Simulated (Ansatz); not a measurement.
Reaction (substitution at a C–C bond): `C=CC=C` + dimethylamine → `C=CN(C)C` + ethylene

Calculated with Ansatz (gas phase, PBE0-D4/def2-TZVP geometries, no zero-point term in ΔE). CCSD(T)/CBS adds triple-zeta CCSD(T) − MP2 to the extrapolated MP2 energy (def2 sets, frozen cores). This one scheme is used for every species. DFT in def2-TZVPP. HSE06 is defined as in plane-wave codes. One conformer a species, not always the lowest.

`C=CC=C`:

Cartesian coordinates in Å:
```
C 1.178 -1.330 -0.471
C 0.044 -0.705 -0.160
C -0.044 0.705 0.159
C -1.178 1.330 0.471
H 2.124 -0.798 -0.502
H 1.199 -2.388 -0.703
H -0.889 -1.265 -0.136
H 0.889 1.266 0.136
H -2.124 0.798 0.503
H -1.199 2.388 0.703
```

`CNC`:

Cartesian coordinates in Å:
```
C 0.652 0.302 -0.972
N -0.395 -0.476 -0.350
C -0.448 -0.296 1.082
H 0.615 0.178 -2.056
H 1.626 -0.060 -0.631
H 0.604 1.382 -0.745
H -1.288 -0.237 -0.759
H 0.467 -0.691 1.533
H -1.288 -0.858 1.497
H -0.544 0.756 1.400
```

`C=CN(C)C`:

Cartesian coordinates in Å:
```
C 0.605 -1.130 -1.635
C 0.795 -0.088 -0.817
N 0.185 0.151 0.389
C -0.868 -0.737 0.796
C 0.046 1.522 0.805
H 1.212 -1.225 -2.523
H -0.124 -1.906 -1.443
H 1.528 0.670 -1.081
H -0.514 -1.770 0.771
H -1.165 -0.501 1.819
H -1.756 -0.665 0.149
H 0.946 2.079 0.538
H -0.074 1.573 1.890
H -0.816 2.026 0.341
```

`C=C`:

Z-matrix (Å, degrees):
```
C
C 1 1.323
H 1 1.085 2 121.7
H 1 1.085 2 121.7 3 -180.0
H 2 1.085 1 121.7 3 -0.0
H 2 1.085 1 121.7 3 -180.0
```

```
             level  ΔE (kcal/mol)  difference from CCSD(T)/CBS
       LDA (SPW92)            0.4                         -3.3
            PBE-D4            2.7                         -1.0
            B97M-V            4.2                          0.5
           PBE0-D4            3.0                         -0.7
        r2SCAN0-D4            3.1                         -0.6
          HSE06-D4            3.2                         -0.5
           ωB97M-V            2.4                         -1.3
          PBE-QIDH            3.3                         -0.4
            revPBE            4.7                          1.0
            r2SCAN            3.3                         -0.4
              PBE0            3.7                          0.0
         CAM-B3LYP            3.0                         -0.7
RPA@PBE/def2-TZVPP            2.9                         -0.8
CCSD(T)/def2-TZVPP            3.5                         -0.2
    MP2/def2-QZVPP            3.2                         -0.5
    CCSD/CBS(def2)            4.0                          0.3
       CCSD(T)/CBS            3.7                            0
```

Task: What do rigid-rotor, harmonic-oscillator terms from PBE0-D4/def2-TZVP frequencies (298.15 K, 1 bar) make of the CCSD(T)/CBS value? (An estimate is asked.)

Result: Computed: ΔZPE = -0.7 kcal/mol, ΔH = +3.2 kcal/mol, ΔS = -9 J/(mol·K), ΔG = +3.9 kcal/mol.

Largest T1 diagnostic among the species: 0.011.

Leaving LDA and LC-ωPBE aside and taking each functional with its dispersion term where it has one, the values, not all of them listed here, spread over 1.9 kcal/mol, from CAM-B3LYP-D4 to B97M-V. LDA lies −3.1 kcal/mol from PBE without D4. The D4 term adds −1.2 kcal/mol with B3LYP and −0.7 kcal/mol with PBE0; it sums over pairs of atoms, weighted by their polarisabilities, and B3LYP, whose exchange is more repulsive, gets the larger term.

B3LYP here is the variant with VWN-RPA as its local correlation; programs differ in this.
